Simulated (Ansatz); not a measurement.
# H2P2: the cost of one run

The runs use Ansatz 0.2.0, Gaussian basis; def2-TZVPP, core rule «outside noble gas», up to 10 orbitals frozen.

Plan: UHF; ROHF; CCSD(T) on UHF.

2 further runs of the same task are left out: 2 set aside as unsound or not needed.

## Step 1: What is computed

The geometry is a PBE0/def2-TZVP stationary point (not a proven minimum) of the parent state, kept for this charge and spin.

4 atoms, charge 1, spin multiplicity 2.

Atoms are counted from 1 here; the program's logs count them from 0.

Bond lengths: P1–P2 2.159 Å, P1–H3 1.428 Å, P2–H4 1.428 Å. Angles: P2–P1–H3 95.2°, P1–P2–H4 95.2°.

## Step 2: UHF

The input, in.yaml:

```yaml
crystal:
  periodic: [false, false, false]
  atoms:
    - {symbol: P, position_ang: [-0.031349, -0.073548, 1.077042]}
    - {symbol: P, position_ang: [-0.031350, 0.073548, -1.077042]}
    - {symbol: H, position_ang: [0.963360, 0.931093, 1.276164]}
    - {symbol: H, position_ang: [0.963376, -0.931077, -1.276164]}
basis:
  gaussian: {orbitals: def2-TZVPP}
total_charge: 1
magnetization: {spin_polarized: true, initial_magnetization: 1}
hamiltonian: {xc: hf}
output: {orbitals: {seedname: orbitals}}
```

Run with:

```console
$ ansatz run in.yaml --threads 1 --pin off --events-out ev --progress --plain --max-ram 2560MiB --backend cpu
```

Q: Estimate wall time and peak memory on 1 thread of AMD EPYC 7R13, shared host.

About 10 s, with a peak of 0.28 GiB.
